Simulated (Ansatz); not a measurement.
C3H3FOS (`C#CC(O)(F)S`) from Hartree–Fock to CCSD(T)

Cartesian coordinates in Å:
```
C -1.5846 0.0447 1.4780
C -0.7631 0.1211 0.6105
C 0.2374 0.1771 -0.4460
O 0.6938 1.4565 -0.5807
F -0.3450 -0.2444 -1.6229
S 1.6648 -0.9252 -0.1014
H -2.3139 -0.0169 2.2513
H 1.4091 1.4502 -1.2293
H 1.0016 -2.0631 -0.3594
```

Total charge 0; spin multiplicity 1. All single points use the PBE0-D4/def2-TZVP geometry. It is one conformer, not always the lowest. Frozen core, restricted reference, the Gaussian-basis code of Ansatz. CBS rows extrapolate triple and quadruple zeta; past MP2 they add the triple-zeta difference.

```csv
basis,HF (Eh),MP2 corr.,CCSD corr.,(T),CCSD(T) total
def2-SVP,?,-0.88262,-0.91857,-0.02934,?
def2-TZVPP,?,?,-1.14952,-0.05110,?
def2-QZVPP,?,-1.21362,–,–,–
CBS(def2),-687.25767,-1.27999,-1.30549,as TZ,-688.61426
```

Task: Fill in the withheld values. (An estimate is asked.)

Result: Ansatz gave: def2-SVP HF (Eh): -686.74197; def2-SVP CCSD(T) total: -687.68988; def2-TZVPP HF (Eh): -687.23089; def2-TZVPP MP2 corr.: -1.12402; def2-TZVPP CCSD(T) total: -688.43151; def2-QZVPP HF (Eh): -687.25443.
